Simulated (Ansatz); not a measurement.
hcp Lu was calculated with r²SCAN in Ansatz (plane waves, PAW).

Settings: plane-wave cutoff 500 eV, 5×5×5 k mesh, Fermi–Dirac smearing 0.1 eV, cell of 36 sites, scalar-relativistic PAW data made under PBE.

Problem. Estimate the vacancy formation energy and vacancy formation energy before relaxation that the calculation returns.

Solution. 
* **vacancy formation energy**: 2.12 eV
* **vacancy formation energy before relaxation**: 2.20 eV

Note: energies are extrapolated to zero smearing, and mesh and cell size move such values by some hundredths of an eV or more.

Spin–orbit coupling is not included.

The computed numbers hold no vibrational or temperature effects.

Cost on a shared machine: very roughly 5 core-hours.

Ansatz is a program for electronic structure.
